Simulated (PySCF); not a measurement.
Compound: C5H4O.
Numbering: `[CH:1]#[C:2][C:3](=[O:4])[CH:5]=[CH2:6]` (hydrogens: H7 on C1; H8 on C5; H9, H10 on C6)

Computed with EOM-IP-CCSD/aug-cc-pVDZ in PySCF, restricted Hartree–Fock reference, frozen core, non-relativistic, gas phase, PBE0-D3(BJ)/def2-SVP geometry.

The vertical ionisation energies are 10.10, 10.88, 11.30, 11.45, 13.79, 14.53, 14.92, 16.31 eV.

Task: Which Hartree–Fock orbital leads each hole, and what is its Koopmans value −ε?

Result: 
```csv
leading hole (HF orbital),Koopmans (eV),EOM-IP-CCSD (eV),change (eV),one-hole share
HOMO-3,12.43,10.10,-2.33,0.94
HOMO,10.92,10.88,-0.04,0.96
HOMO-1,11.41,11.30,-0.11,0.95
HOMO-2,11.49,11.45,-0.04,0.96
HOMO-4,15.12,13.79,-1.33,0.95
HOMO-5,15.57,14.53,-1.04,0.90
HOMO-6,16.88,14.92,-1.96,0.94
HOMO-7,18.46,16.31,-2.15,0.93
```

Task: Does the order of the lines follow the orbital energies?

Result: No: the HOMO-3 hole (10.10 eV) falls below the HOMO hole (10.88 eV); the HOMO-3 hole (10.10 eV) falls below the HOMO-1 hole (11.30 eV); the HOMO-3 hole (10.10 eV) falls below the HOMO-2 hole (11.45 eV). The corrections run from -2.33 to -0.04 eV, with a mean of -1.13 eV over the 8 lines; no line lies above its Koopmans value. Koopmans values leave out both the relaxation of the orbitals and the change in correlation energy.

Task: At what kinetic energies would He II light (40.81 eV) eject these electrons?

Result: 30.71 eV (HOMO-3), 29.93 eV (HOMO), 29.51 eV (HOMO-1), 29.36 eV (HOMO-2), 27.02 eV (HOMO-4), 26.28 eV (HOMO-5), 25.89 eV (HOMO-6), 24.50 eV (HOMO-7).

One root was sought for each valence orbital with −ε under 21 eV, eight at most, so deeper holes and satellites are missing; no vibrational structure.

The values belong to the conformer `[CH:1]#[C:2][C:3](=[O:4])[CH:5]=[CH2:6]`: C2–C3–C5–C6 0°.
